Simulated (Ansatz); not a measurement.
A calculation with Ansatz (development build ahead of 0.2.0).

```yaml
crystal:
  periodic: [false, false, false]
  atoms:
    - { symbol: C, position_ang: [0.0, 0.0, 0.0] }
    - { symbol: C, position_ang: [1.52747, 0.0, 0.0] }
    - { symbol: C, position_ang: [-0.76373, 1.32283, 0.0] }
    - { symbol: C, position_ang: [-0.76373, -1.32283, 0.0] }
    - { symbol: H, position_ang: [2.13467, -1.01116, 0.0] }
    - { symbol: H, position_ang: [2.13467, 1.01116, 0.0] }
    - { symbol: H, position_ang: [-1.94302, 1.3431, 0.0] }
    - { symbol: H, position_ang: [-0.19164, 2.35426, 0.0] }
    - { symbol: H, position_ang: [-1.94302, -1.3431, 0.0] }
    - { symbol: H, position_ang: [-0.19164, -2.35426, 0.0] }
basis:
  gaussian: { orbitals: def2-TZVP }
magnetization:
  spin_polarized: true
  initial_magnetization: 2
hamiltonian:
  xc: hf
```

The input is written out in the form of the current development build from the run's settings.

Output:

```
Converged                       : yes
Total energy                    : -154.88866 hartree
Spin squared of the determinant : 2.325
```

Caution: the unrestricted determinant is spin contaminated.
